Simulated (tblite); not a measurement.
Isomers of C4H7N. All values are computed: GFN2-xTB (tblite) harmonic vibrations without scaling, gas phase. Against measured fundamentals such values can be off by several per cent, at times by over 20. One conformer each.

Electronic energies: GFN2-xTB at the same geometries; isomer energies are rough at this level and their order can be wrong.

```csv
SMILES,"electronic energy, lowest = 0 (kcal/mol)"
CC#CCN,10.0
N[C@@H]1[C@H]2C[C@@H]12,18.4
[H]/N=C\C(=C)C,0.0
```

Question: How do GFN2-xTB zero-point energies change the relative energies?

Answer: 
```json
{"SMILES": "[H]/N=C\\C(=C)C", "ZPE (kcal/mol)": "62.5", "of it from modes above 1550 cm⁻¹": "35.7", "electronic (kcal/mol)": "0.0", "with ZPE, lowest = 0 (kcal/mol)": "0.0", "lowest mode (cm⁻¹)": "113", "rings": "0"}
{"SMILES": "CC#CCN", "ZPE (kcal/mol)": "62.6", "of it from modes above 1550 cm⁻¹": "36.6", "electronic (kcal/mol)": "10.0", "with ZPE, lowest = 0 (kcal/mol)": "10.0", "lowest mode (cm⁻¹)": "33", "rings": "0"}
{"SMILES": "N[C@@H]1[C@H]2C[C@@H]12", "ZPE (kcal/mol)": "63.6", "of it from modes above 1550 cm⁻¹": "33.9", "electronic (kcal/mol)": "18.4", "with ZPE, lowest = 0 (kcal/mol)": "19.4", "lowest mode (cm⁻¹)": "241", "rings": "2"}
```

The zero-point energies span 1.1 kcal/mol, from `[H]/N=C\C(=C)C` to `N[C@@H]1[C@H]2C[C@@H]12`. The order is unchanged.

Question: What do entropy and thermal enthalpy add at 298.15 K and 1 bar (rigid rotor, harmonic oscillator, one conformer each)?

Answer: 
| SMILES | point group | symmetry number | S (cal/(mol K)) | H − H(0) (kcal/mol) | ZPE + H − H(0) − TS (kcal/mol) |
| --- | --- | --- | --- | --- | --- |
| [H]/N=C\C(=C)C | Cs | 1 | 75.4 | 4.35 | 44.4 |
| CC#CCN | C1 | 1 | 81.2 | 4.89 | 43.3 |
| N[C@@H]1[C@H]2C[C@@H]12 | C1 | 1 | 70.1 | 3.73 | 46.4 |
